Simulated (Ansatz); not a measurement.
# Fluorite CdF2

Method: r²SCAN+rVV10 in Ansatz (PAW).

Numerical settings: plane-wave cutoff 560 eV, 12×12×12 k mesh, Fermi–Dirac smearing 0.01 eV, scalar-relativistic PAW data made under PBE.

Cell (relaxed at this level):

```xyz
3
Lattice="0.0000 2.6825 2.6825 2.6825 0.0000 2.6825 2.6825 2.6825 0.0000" Properties=species:S:1:pos:R:3 pbc="T T T"
Cd     0.0000     0.0000     0.0000
F      1.3413     1.3413     1.3413
F      4.0238     4.0238     4.0238
```

```json
{
 "bulk_modulus": "118 GPa",
 "band_gap": "3.77 eV",
 "smallest_direct_gap_on_the_k_points_sampled": "4.26 eV",
 "pressure derivative B′ of the bulk modulus": "4.8"
}
```

Measured, for comparison: band gap 7.8 eV (temperature not stated, no zero-point or thermal correction, indirect W–Γ; as tabulated in Cappellini et al. (2013), arXiv:1302.2571).

Spin–orbit coupling is not included.

It cost around 110 core-seconds (rough) of CPU time.

Ansatz is an electronic-structure program.
